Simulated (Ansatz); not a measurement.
**BH4 (doublet): from Hartree-Fock to the top rungs at distance B1–H4 along a hydrogen transfer = 1.194 Å, cc-pVTZ**

Aim: climb from Hartree-Fock through coupled cluster and multireference methods for BH4 (doublet) at one geometry and basis, and see what each rung misses.

Computed with Ansatz 0.2.0, Gaussian basis. Level: cc-pVTZ, core rule «outside noble gas», up to 1 orbitals frozen.

Plan: UHF; CCSD(T) on ROHF; CCSD(T) on UHF; BCCD(T) on ROHF; CCSDT(Q) on ROHF; CCSDT(Q) on UHF; CASSCF and MRCISD+Q, 3 electrons in 3 orbitals; CASSCF and NEVPT2, 3 electrons in 3 orbitals.

3 further runs of the same task are left out: 3 for a known fault of the program.

### Step 1. What is computed

The geometry derives from fragments relaxed apart (PBE0/def2-TZVP) and kept rigid, so it is no stationary point. A hydrogen atom is moved between rigid fragments.

5 atoms, charge 0, spin multiplicity 2.

Atoms are counted from 1 here; the program's logs count them from 0.

Bond lengths: B1–H2 1.193 Å, B1–H3 1.193 Å, B1–H4 1.193 Å. Angles: H2–B1–H3 120.0°, H2–B1–H4 120.0°, H3–B1–H4 120.0°.

Coordinates:

| atom | x (Å) | y (Å) | z (Å) |
| --- | --- | --- | --- |
| B1 | -0.16631 | 0.00000 | 0.00000 |
| H2 | -0.76304 | 1.03357 | 0.00000 |
| H3 | -0.76304 | -1.03357 | 0.00000 |
| H4 | 1.02716 | 0.00000 | 0.00000 |
| H5 | 2.28269 | 0.00000 | 0.00000 |

### Step 2. UHF

Input file in.yaml:

```yaml
crystal:
  periodic: [false, false, false]
  atoms:
    - {symbol: B, position_ang: [-0.166306, 0.000000, 0.000000]}
    - {symbol: H, position_ang: [-0.763040, 1.033571, 0.000000]}
    - {symbol: H, position_ang: [-0.763040, -1.033571, 0.000000]}
    - {symbol: H, position_ang: [1.027159, 0.000000, 0.000000]}
    - {symbol: H, position_ang: [2.282694, 0.000000, 0.000000]}
basis:
  gaussian: {orbitals: cc-pVTZ}
magnetization: {spin_polarized: true, initial_magnetization: 1}
hamiltonian: {xc: hf}
output: {orbitals: {seedname: orbitals}}
```

Started as:

```bash
ansatz run in.yaml --threads 1 --pin off --events-out ev --progress --plain --max-ram 4096MiB --backend cpu
```

After this run come: CCSD(T) on ROHF; CCSD(T) on UHF; BCCD(T) on ROHF; CCSDT(Q) on ROHF; CCSDT(Q) on UHF; CASSCF and MRCISD+Q, 3 electrons in 3 orbitals; CASSCF and NEVPT2, 3 electrons in 3 orbitals.

Before running them: what should the planned runs give, taken together? Wanted: UCCSDT(Q) below the RHF energy; RMP2 from UCCSDT(Q); UMP2 from UCCSDT(Q); RCCSD from UCCSDT(Q); RCCSD(T) from UCCSDT(Q); UCCSD(T) from UCCSDT(Q); RCCSDT(Q) from UCCSDT(Q); NEVPT2 pair from UCCSDT(Q); T1 diagnostic.

**Answer**, as computed:

| quantity | value |
| --- | --- |
| UCCSDT(Q) below the RHF energy | -4.0597 eV |
| RMP2 from UCCSDT(Q) | +72.3 kJ/mol |
| UMP2 from UCCSDT(Q) | +71.6 kJ/mol |
| RCCSD from UCCSDT(Q) | +9.4 kJ/mol |
| RCCSD(T) from UCCSDT(Q) | +1.5 kJ/mol |
| UCCSD(T) from UCCSDT(Q) | +1.5 kJ/mol |
| RCCSDT(Q) from UCCSDT(Q) | 0.0 kJ/mol |
| NEVPT2 pair from UCCSDT(Q) | +74.9 kJ/mol |
| levels within 1 kcal/mol (43 meV) | RCCSD(T), UCCSD(T), BCCD(T), RCCSDT, UCCSDT, RCCSDT(Q) |
| T1 diagnostic | 0.019 |

What this shows: RCCSD(T) misses by +1.5 kJ/mol, 0.4 % of the correlation energy. These misses are within one basis, not against nature; the frozen cores of restricted and unrestricted runs differ, which can shift their rows.
